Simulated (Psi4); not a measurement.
Psi4 input (wB97X-D/6-31G*):

```
memory 1500 MB

molecule {
-1 1
C    -0.03124793   -0.06375843   -1.25786558
C     0.00426770   -0.02343511   -0.00300284
H     0.07165628   -0.76285566   -2.05909856
O     0.01127814    0.16075211    1.20303864
symmetry c1
no_reorient
no_com
}

set {
  basis 6-31G*
  reference rks
  scf_type pk
  dft_radial_points 99
  dft_spherical_points 590
  e_convergence 1e-8
  d_convergence 1e-7
  maxiter 150
}

e = energy('wb97x-d')
print_out(f'\nFINAL {e:.10f} DIPOLE {variable("CURRENT DIPOLE")[0]:.6f} {variable("CURRENT DIPOLE")[1]:.6f} {variable("CURRENT DIPOLE")[2]:.6f}\n')
```

Problem. Predict the final energy.

Solution. -151.92104 Eh.
